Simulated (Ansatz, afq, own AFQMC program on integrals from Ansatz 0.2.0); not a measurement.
# Where AFQMC and coupled cluster stand for BSiH₃, triplet

```xyz
5

Si    0.0000   -0.0982    0.7302
B     0.0000    0.1178   -1.6379
H     0.0000    1.0827    1.6521
H     0.0000    1.2294   -2.0833
H     0.0000   -0.8393   -2.3484
```

Connectivity, by distances: SiH–BH2.

Basis cc-pVDZ. Only valence electrons are correlated. AFQMC by an in-house program on the Cholesky factors that Ansatz 0.2.0 writes for its CCSD(T) run. The CISD trial takes its coefficients from CCSD amplitudes. Released means that phaseless walkers are propagated on without the constraint, phases kept. Free AFQMC starts from the CCSD state and is never constrained. Its projection time is finite, and what remains of the start isn't in its error. ± is one standard error of the sampling.

Determinant: UHF, the one that the program's search chose, which needn't be the lowest solution. The geometry is a point of a scan.

No full CI on the walks' own integrals is used here; CCSDT(Q) serves as the reference and is uncertain by about the last step of the cluster series.

Cautions: lower spins were not checked; the released energies are still falling, so no released level is given (meV from the phaseless value at times in 1/Eh: -9 ± 8 at 0.24, -11 ± 8 at 0.51, -16 ± 12 at 0.99, -28 ± 12 at 1.62, -52 ± 15 at 2.40), though the last usable value meets CCSDT(Q) within the noise; the ph-AFQMC/CISD walk drifts between its halves (2.2 errors).

```
T1 diagnostic                               : 0.0321
weight of the determinant in the CISD state : 0.868
⟨S²⟩ of the determinant                     : 2.009
size of the correlated space                : 10 electrons in 41 orbitals
```

Reference: CCSDT(Q), correlation energy -5.331 eV.

```tsv
level	E − E(reference) (kcal/mol)	share of correlation (%)
HF	122.93	0.00
MP2	29.72	75.82
CCSD	4.94	95.98
CCSD(T)	1.32	98.93
CCSDT	0.21	99.83
ph-AFQMC/HF	-0.78 ± 1.20	100.63
ph-AFQMC/CISD	0.63 ± 0.27	99.49
free AFQMC	0.20 ± 0.23	99.84
```

Free projections are given only where their last times agree within the noise and don't stop above the reference; a slow remainder of the start can still hide under it. A walk keeps the symmetry of its determinant, which the program's search chose and which needn't be the lowest solution, so a lower state of the same spin and another symmetry isn't excluded.
